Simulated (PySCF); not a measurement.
N2O, SMILES N#[N+][O-].

Geometry optimised at PBE0-D3(BJ)/def2-TZVP.

Level of theory: PySCF with TDA-PBE/def2-TZVPD.

Vertical excitations; the highest root listed may be one member of a degenerate set. Gas-phase values at a fixed geometry. State labels are in the subgroup C2v.

Computed lowest excited states:
| state | symmetry | energy (eV) | λ (nm) | f | main pairs |
|---|---|---|---|---|---|
| S1 | A2 | 7.01 | 177 | 0.000 | HOMO→LUMO 50 %, HOMO−1→LUMO+1 50 % |
| S2 | A1 | 7.35 | 169 | 0.000 | HOMO−1→LUMO, HOMO→LUMO+1 (degenerate set) |
| S3 | A2 | 7.35 | 169 | 0.000 | HOMO−1→LUMO+1, HOMO→LUMO (degenerate set) |
| S4 | B2 | 8.21 | 151 | 0.000 | HOMO→LUMO+2 (degenerate set) |
| S5 | B1 | 8.21 | 151 | 0.000 | HOMO−1→LUMO+2 (degenerate set) |
| S6 | A1 | 9.69 | 128 | 0.252 | HOMO−1→LUMO+4 41 %, HOMO→LUMO+5 41 %, HOMO→LUMO+1 9 %, HOMO−1→LUMO 9 % |
| S7 | B2 | 9.94 | 125 | 0.024 | HOMO→LUMO+3 (degenerate set) |
| S8 | B1 | 9.94 | 125 | 0.024 | HOMO−1→LUMO+3 (degenerate set) |
| S9 | A2 | 10.00 | 124 | 0.000 | HOMO→LUMO+4, HOMO−1→LUMO+5 (degenerate set) |
| S10 | A1 | 10.00 | 124 | 0.000 | HOMO→LUMO+5, HOMO−1→LUMO+4 (degenerate set) |
| T1 | A1 | 5.88 | 211 | 0 | HOMO−1→LUMO 49 %, HOMO→LUMO+1 49 % |
| T2 | A2 | 6.27 | 198 | 0 | HOMO→LUMO, HOMO−1→LUMO+1 (degenerate set) |
| T3 | A1 | 6.27 | 198 | 0 | HOMO→LUMO+1, HOMO−1→LUMO (degenerate set) |
| T4 | A2 | 7.01 | 177 | 0 | HOMO−1→LUMO+1 50 %, HOMO→LUMO 50 % |
Triplets are in the Tamm–Dancoff approximation.
